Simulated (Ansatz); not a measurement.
## Telling isomers of H4NP apart by their spectra

These gas-phase data were calculated for one isomer of H4NP at B3LYP-D3(BJ)/def2-SVP (harmonic, unscaled wavenumbers; equilibrium rotational constants with average atomic masses):

| Property | Result |
| --- | --- |
| rotational constants | 91.19, 15.51, 15.11 GHz |
| all wavenumbers above 1500 cm⁻¹ | 3549, 2477, 2282, 2234 |
| dipole moment | 2.83 D (PBE0/def2-TZVPD) |

Candidates:

(1) `[NH-][PH3+]`, a singlet
(2) `NP`, a singlet

Task: Which structure fits?

Result: Candidate (1). 1 mode lies between 3250 and 3800 cm⁻¹, one for each N–H bond, while (2) has 2.

The same quantities for all candidates:

```tsv
	rotational constants (GHz)	wavenumbers above 1500 cm⁻¹	dipole (D)	E above the lowest, B3LYP-D3(BJ)/def2-SVP (kcal/mol)
(1)	91.19, 15.51, 15.11	3549, 2477, 2282, 2234	2.83	31.8
(2)	92.66, 13.38, 13.11	3646, 3545, 2358, 2270, 1575	1.58	0.0
```

Each candidate is one conformer. Programs: Ansatz 0.2.0.
